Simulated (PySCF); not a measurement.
Computed with PBE-D3(BJ)/def2-TZVP // B3LYP-D3(BJ)/def2-TZVP in PySCF. Isolated molecules, 0 K electronic values unless said otherwise. Excitations are Tamm–Dancoff values on a coarser integration grid. The basis has no diffuse functions, so Rydberg states are missing or too high.

Reference species (SMILES): `[I][Al]([I])[F]` (neutral, multiplicity 1).

The HOMO is -6.88 eV, the LUMO is -2.58 eV and the HOMO–LUMO gap is 4.29 eV. The S1 excitation (TDA) comes out as 4.43 eV.

Changed species: `[F][Al]([F])[F]` (0 of 3 F replaced by I; the reference has 2 of 3 F replaced by I).

**Question.** Give the shifts of the HOMO, LUMO, HOMO–LUMO gap and S1 excitation (TDA).

**Answer.** the HOMO decreases by 2.74 eV, to -9.62 eV; the LUMO goes up by 0.16 eV, to -2.42 eV; the HOMO–LUMO gap rises by 2.91 eV, to 7.20 eV; the S1 excitation (TDA) rises by 2.85 eV, to 7.28 eV.
